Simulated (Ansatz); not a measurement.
This script for a composite energy at a relaxed geometry of BClFH, SMILES FBCl with the Ansatz DFT code, driven from Python holds a mistake.

Script `composite_bclfh.py`:
```python
# -*- coding: utf-8 -*-
'''A composite energy for BClFH: DFT geometry, MP2 basis limit, coupled-cluster correction.'''

import itertools

import ansatz as az
from ase.data import atomic_numbers, covalent_radii
import numpy as np

GEOMETRY = '''
F     1.39830    0.26690   -0.45190
B     0.07040   -0.09120    0.08170
Cl   -1.51790    0.60050   -0.63310
H     0.10480   -0.83650    0.98300
'''


def main():
    system = az.Crystal.molecule()
    for line in GEOMETRY.strip().splitlines():
        symbol, *xyz = line.split()
        system = system.atom(symbol, [float(v) for v in xyz])

    calculation = (
        system.calculation()
        .basis(gaussian='def2-SVP')
        .functional('pbe0')
        .basis(500)
    )
    symbols = [site.symbol for site in system.cartesian_sites]
    start = np.array([site.position_ang for site in system.cartesian_sites], dtype=float)
    rep = calculation.relax(force_tolerance=0.01, max_steps=30).run(threads=1).report
    end = np.array(rep['positions_ang'])
    # pairs closer than 1.2 times the sum of covalent radii, before or after
    radius = [covalent_radii[atomic_numbers[s]] for s in symbols]
    span = lambda where, i, j: np.linalg.norm(where[i] - where[j])
    bonded = [(i, j) for i, j in itertools.combinations(range(len(symbols)), 2) if min(span(start, i, j), span(end, i, j)) < 1.2 * (radius[i] + radius[j])]
    print('pair        before    after (A)')
    for i, j in bonded:
        print(f'{symbols[i]}{i}-{symbols[j]}{j}'.ljust(10), f'{span(start, i, j):8.4f} {span(end, i, j):8.4f}')
    for first, second in list(itertools.combinations(bonded, 2)):
        shared = set(first) & set(second)
        if shared and symbols[(j := shared.pop())] != 'H':
            i, k = sorted((set(first) | set(second)) - {j})
            u, v = end[i] - end[j], end[k] - end[j]
            angle = np.degrees(np.arccos(np.clip(u @ v / np.linalg.norm(u) / np.linalg.norm(v), -1, 1)))
            print(f'final angle {symbols[i]}{i}-{symbols[j]}{j}-{symbols[k]}{k}: {angle:.2f} deg')

    minimum = az.Crystal.molecule()
    for symbol, place in zip(symbols, end):
        minimum = minimum.atom(symbol, place.tolist())
    at_minimum = minimum.calculation()
    # MP2 extrapolated to the basis limit, plus the small-basis difference CCSD(T) - MP2
    level = lambda method, basis: at_minimum.basis(gaussian=basis).correlation(method).run(threads=1).report
    small, large, cluster = level('mp2', 'cc-pVDZ'), level('mp2', 'cc-pVTZ'), level('ccsd_t', 'cc-pVDZ')
    corr = lambda each: (each['free_energy_ev'] - each['reference_energy_ev']) / 27.211386246
    mp2_limit = (27 * corr(large) - 8 * corr(small)) / 19
    pieces = {'HF / cc-pVTZ': large['reference_energy_ev'] / 27.211386246, 'MP2 correlation, DZ-TZ limit': mp2_limit, 'CCSD(T) - MP2 / cc-pVDZ': corr(cluster) - corr(small)}
    for name, value in pieces.items():
        print(f'{name:32s} {value:14.6f} Ha')
    print(f'{"sum":32s} {sum(pieces.values()):14.6f} Ha')
    print('T1 diagnostic', round(cluster['correlation']['coupled_cluster']['t1_diagnostic'], 4))


if __name__ == '__main__':
    main()
```

`python composite_bclfh.py` gives:
```text
Traceback (most recent call last):
  File "composite_bclfh.py", line 66, in <module>
    main()
    ~~~~^^
  File "composite_bclfh.py", line 32, in main
    rep = calculation.relax(force_tolerance=0.01, max_steps=30).run(threads=1).report
          ~~~~~~~~~~~~~~~~~~~~~~~~~~~~~~~~~~~~~~~~~~~~~~~~~~~~~~~~~^^^^^^^^^^^
  ...
ansatz.RefusalError: invalid value for `basis.gaussian`: such a run doesn't read basis.ecutwfc; remove what it names
```
(Library frames cut from the traceback.)

Why does it end like this?

The fault: a plane-wave cutoff beside a Gaussian basis. The cap on steps that the faulty run carried goes too. Mended:

```diff
--- before
+++ after
@@ -27,3 +27,2 @@
         .functional('pbe0')
-        .basis(500)
     )
@@ -31,3 +30,3 @@
     start = np.array([site.position_ang for site in system.cartesian_sites], dtype=float)
-    rep = calculation.relax(force_tolerance=0.01, max_steps=30).run(threads=1).report
+    rep = calculation.relax(force_tolerance=0.01).run(threads=1).report
     end = np.array(rep['positions_ang'])
```

After the fix:

```console
$ python composite_bclfh.py
pair        before    after (A)
F0-B1        1.4752   1.3113
B1-Cl2       1.8741   1.7449
B1-H3        1.1700   1.2020
final angle F0-B1-Cl2: 118.82 deg
final angle F0-B1-H3: 120.21 deg
final angle Cl2-B1-H3: 120.97 deg
HF / cc-pVTZ                        -584.370583 Ha
MP2 correlation, DZ-TZ limit          -0.592985 Ha
CCSD(T) - MP2 / cc-pVDZ               -0.030764 Ha
sum                                 -584.994332 Ha
T1 diagnostic 0.0135
```

Caveats:
- Total energies depend on the basis set; only differences at equal settings carry meaning.
- The sum leaves out core correlation, relativity, the Hartree-Fock basis error and zero-point energy; a DZ-TZ extrapolation is rough.
- Inner cores stay frozen, so this is valence correlation.
- For Al to Cl the sets with a tight d function, cc-pV(X+d)Z, are usual.
- An extrapolation from small basis sets is rough.
- Finished in 9 s on 1 thread of Arm Neoverse V2, on a shared host, peak memory 0.22 GiB.

(A comment or docstring line of the script was reworded after the run, the code is as it ran.)
